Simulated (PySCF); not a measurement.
**Ionising BO**

UHF-CCSD(T); PySCF, no relativity, basis sets B def2-TZVPPD, O def2-TZVPPD. Neutral (UHF): doublet (σ ↑), Re = 1.213 Å, ωe = 1868 cm⁻¹, De = 8.11 eV.

BO⁺ (RHF): singlet (closed shell), Re = 1.214 Å, ωe = 1769 cm⁻¹, De = 3.37 eV to B⁺ + O. The energies at the minima are -99.87400 hartree for BO and -99.39802 for BO⁺.

Task: Work out the adiabatic ionisation energy, without and with harmonic zero-point energies (1 hartree = 27.2114 eV, 1 eV = 8065.5 cm⁻¹), and the change of the bond length.

Result: At CCSD(T): 0.47598 hartree = 12.952 eV between the minima; the zero-point term (1769.0 − 1868.0)/2 cm⁻¹ = -0.006 eV makes it 12.946 eV. Re changes by +0.1 pm against the neutral. The electron leaves a σ orbital, and the small change of length marks it as nearly non-bonding.

BO⁻ (RHF): singlet (closed shell), Re = 1.246 Å, ωe = 1693 cm⁻¹. The energies at the minima are -99.87400 hartree for BO and -99.96422 for BO⁻.

Task: Work out the adiabatic electron affinity, without and with harmonic zero-point energies (1 hartree = 27.2114 eV, 1 eV = 8065.5 cm⁻¹), and the change of the bond length.

Result: At CCSD(T): 0.09022 hartree = 2.455 eV between the minima; the zero-point term (1868.0 − 1693.0)/2 cm⁻¹ = +0.011 eV makes it 2.466 eV. Re changes by +3.3 pm against the neutral. The electron enters a σ orbital, and the longer bond of the ion fits an antibonding orbital, or a change in how ionic the bond is.

Correlated steps freeze 2 core orbitals. For an ion De counts to the pair picked by the measured ionisation energies or electron affinities, which need not be the lowest pair at this level. Where the molecule has an RHF reference, its open-shell atoms are computed with UHF. The CCSD T1 diagnostic is raised in BO⁺, a sign that a single reference may not be enough there. States were picked by a PBE0 search and need not be the measured ground states.

Neutral and ion stand on different kinds of reference determinant, which adds to the error of the difference.
